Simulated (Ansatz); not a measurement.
Start from `BS` and change one element to get `BO`.

Ansatz, PBE0-D4/def2-TZVP geometries, multiplicity 1. 

```
                                                                                  property   `BS`
                                        size of the dipole moment (ωB97M-V/def2-TZVPP) / D   0.88
                                          size of the dipole moment (B3LYP/def2-TZVPP) / D   0.89
ideal-gas entropy at 298 K and 1 bar (rigid rotor, harmonic PBE0-D4/def2-TZVP) / J/(mol·K)    245
                                                        HOMO energy (PBE0/def2-TZVPP) / eV  -8.48
                                                        LUMO energy (PBE0/def2-TZVPP) / eV  -1.31
                                                     LUMO energy (ωB97M-V/def2-TZVPP) / eV   0.66
```

Question: Give the same properties after the change, and the shifts. (Estimate.)

Answer: Computed: 
```tsv
property	`BO`	shift
size of the dipole moment (ωB97M-V/def2-TZVPP) / D	1.58	0.70
size of the dipole moment (B3LYP/def2-TZVPP) / D	1.57	0.68
ideal-gas entropy at 298 K and 1 bar (rigid rotor, harmonic PBE0-D4/def2-TZVP) / J/(mol·K)	230	-15
HOMO energy (PBE0/def2-TZVPP) / eV	-8.86	-0.38
LUMO energy (PBE0/def2-TZVPP) / eV	-0.42	0.89
LUMO energy (ωB97M-V/def2-TZVPP) / eV	1.46	0.80
```

With PBE0 the HOMO falls by 0.38 eV and the LUMO rises by 0.89 eV, so the gap widens by about 1.27 eV. PBE moves the HOMO by -0.01 eV and ωB97M-V by -0.56 eV. Dipoles are sizes alone; their direction can turn.

B3LYP here is the variant with VWN-RPA as its local correlation; programs differ in this.
